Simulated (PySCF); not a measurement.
Atom-mapped SMILES (the numbers label the heavy atoms): `[CH3:1][CH2:2][CH2:3][Cl:4]`. Hydrogens are named by the atom that carries them.

GIAO shifts from PySCF on PBE0-D3(BJ)/def2-TZVP geometries (one conformer, non-relativistic, equivalent nuclei averaged), against TMS at the same level and in the same medium; PCM means IEF-PCM chloroform.

Measured (solution, not stated per compound (mostly CDCl3 or CCl4); Pretsch, Buehlmann, Badertscher, Structure Determination of Organic Compounds, 4th ed. (2009)): C3 46.8, C2 26.3, C1 11.6, H(C3) 3.47, H(C2) 1.81, H(C1) 1.06 ppm.

**Question.** Which unscaled values do B97-2/pcSseg-2, gas; WP04/pcSseg-2, PCM; wB97X-D/pcSseg-2, PCM give, and how close are they?

**Answer.** 
| atoms | measured | B97-2/pcSseg-2, gas | WP04/pcSseg-2, PCM | wB97X-D/pcSseg-2, PCM |
| --- | --- | --- | --- | --- |
| C3 | 46.8 | 52.5 | 57.6 | 53.0 |
| C2 | 26.3 | 32.5 | 34.6 | 32.6 |
| C1 | 11.6 | 14.8 | 16.2 | 14.4 |
| H(C3) | 3.47 | 3.35 | 3.49 | 3.46 |
| H(C2) | 1.81 | 1.76 | 1.76 | 1.75 |
| H(C1) | 1.06 | 0.94 | 0.97 | 0.96 |

Mean absolute error for ¹³C: B97-2/pcSseg-2, gas 5.0, WP04/pcSseg-2, PCM 7.9, wB97X-D/pcSseg-2, PCM 5.1 ppm.

Mean absolute error for ¹H: B97-2/pcSseg-2, gas 0.10, WP04/pcSseg-2, PCM 0.05, wB97X-D/pcSseg-2, PCM 0.06 ppm.

Carbons that carry Cl, above all several Cl atoms, come out too deshielded, partly because spin–orbit coupling is missing.
